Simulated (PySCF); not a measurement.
Compound: C5H8O.
SMILES: `C/C=C1\C[C@H]1O`

The closed-shell SCF was solved with PySCF and density fitting under several settings on one GFN2-xTB geometry (grid level 2 and gas phase unless stated).

| settings | basis functions | SCF cycles | E (Eh) | HOMO (eV) | LUMO (eV) | dipole (D) |
| --- | --- | --- | --- | --- | --- | --- |
| PBE0/pcSseg-1 | 142 | 14 | -270.1442 | -7.02 | 0.07 | 1.88 |
| CAM-B3LYP/def2-SVPD | 187 | 12 | -270.1711 | -8.50 | 0.99 | 1.98 |
| LDA/def2-SVPD, level shift 0.2 Eh | 187 | 11 | -267.9639 | -5.87 | -1.23 | 1.94 |
| HF/IGLO-II | 180 | 10 | -268.8425 | -9.73 | 3.88 | 1.98 |

Q: Estimate the row for these settings: revPBE/6-311G**, damping 0.2 at the start, DIIS from the seventh cycle, start guess atom.

A: 
| settings | basis functions | SCF cycles | E (Eh) | HOMO (eV) | LUMO (eV) | dipole (D) |
| --- | --- | --- | --- | --- | --- | --- |
| revPBE/6-311G**, damping 0.2 at the start, DIIS from the seventh cycle, start guess atom | 156 | 20 | -270.4823 | -5.39 | -0.76 | 1.63 |

Q: Over all rows, what range does the HOMO–LUMO gap span?

A: From 4.63 eV (revPBE/6-311G**, damping 0.2 at the start, DIIS from the seventh cycle, start guess atom) to 13.61 eV (HF/IGLO-II). The functional of the narrowest has no exact exchange, that of the widest 100 % exact exchange.

Q: And the dipole moment?

A: From 1.63 D to 1.98 D; the largest is 1.21 times the smallest, and the median is 1.94 D.

Cycle counts include a coarse-grid stage where the run had one. All basis functions are spherical, in the Pople sets too.

Conformer computed: `[CH3:1]/[CH:2]=[C:3]1\[CH2:4][C@H:5]1[OH:6]`: H–O6–C5–C4 43°.

One conformer stands for the species.
